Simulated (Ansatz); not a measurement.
Te (model structure, started from the omega type, P6/mmm, No. 191, 3 atoms in the cell): equilibrium volume per atom by level of theory

No measured value is used here.

| level (code) | value (Å³/atom) |
|---|---|
| PBE (Ansatz) | 29.16 |
| PBEsol (Ansatz) | 27.63 |
| PBE-D3(BJ) (Ansatz) | 27.74 |

Ansatz's density-functional and Hartree–Fock values are scalar-relativistic unless marked +SOC, with PAW data made under PBE.

A model structure was made by putting elements into a prototype or built by hand; it is no filed structure, need not be a known phase, and can be a saddle point held by its symmetry.

Ansatz is a quantum-chemistry and plane-wave program.
